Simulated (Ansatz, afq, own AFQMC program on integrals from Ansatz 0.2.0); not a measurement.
# Where AFQMC and coupled cluster stand for BH3, singlet

```xyz
4

B     0.0161    0.0002    0.0000
H     0.9890    0.0121   -0.0002
H    -0.5932    1.0264   -0.0028
H    -0.5680   -1.0406    0.0031
```

Basis cc-pVDZ. Only valence electrons are correlated. Ansatz 0.2.0 and our own AFQMC program on the same integrals; the CISD trial comes from CCSD amplitudes, and released means the phaseless constraint is let go. Uncertainties: one standard error, sampling alone.

Determinant: RHF, the one that the program's search chose, which needn't be the lowest solution. The geometry is a point of a scan.

Full CI on the same integrals is exact in this basis and with this determinant's frozen core.

```
T1 diagnostic                               : 0.0049
weight of the determinant in the CISD state : 0.947
size of the correlated space                : 6 electrons in 28 orbitals
```

```tsv
level	correlation energy (eV)
MP2	-2.4761
CCSD	-3.1166
CCSD(T)	-3.1542
```

(1) Estimate where AFQMC with the constraint released lies against CCSD(T) on the same integrals.

(1) 9.6 ± 0.4 meV below CCSD(T).

Reference: full CI, correlation energy -3.164 eV. The released energy is read at 2.40 1/Eh (meV from the phaseless value at times in 1/Eh: -0.7 ± 0.8 at 0.24, -1.2 ± 0.5 at 0.51, -1.6 ± 0.5 at 0.99, -1.9 ± 0.5 at 1.62, -1.4 ± 0.4 at 2.40).

```
         level  E − E(reference) (meV)  share of correlation (%)
       CCSD(T)                     9.6                     99.70
         CCSDT                     1.0                     99.97
      CCSDT(Q)                     0.2                     99.99
        CCSDTQ                     0.0                    100.00
 ph-AFQMC/CISD               1.4 ± 0.9                     99.96
released AFQMC               0.0 ± 0.4                    100.00
```

CCSDT and higher add their correlation energy to the determinant of the CCSD(T) run, since their own runs factorise the integrals more tightly (a shift of under 2 meV). A walk keeps the symmetry of its determinant, which the program's search chose and which needn't be the lowest solution, so a lower state of the same spin and another symmetry isn't excluded. Released energies are given only where the last usable release times agree within the noise; a slower fall can still hide under it.
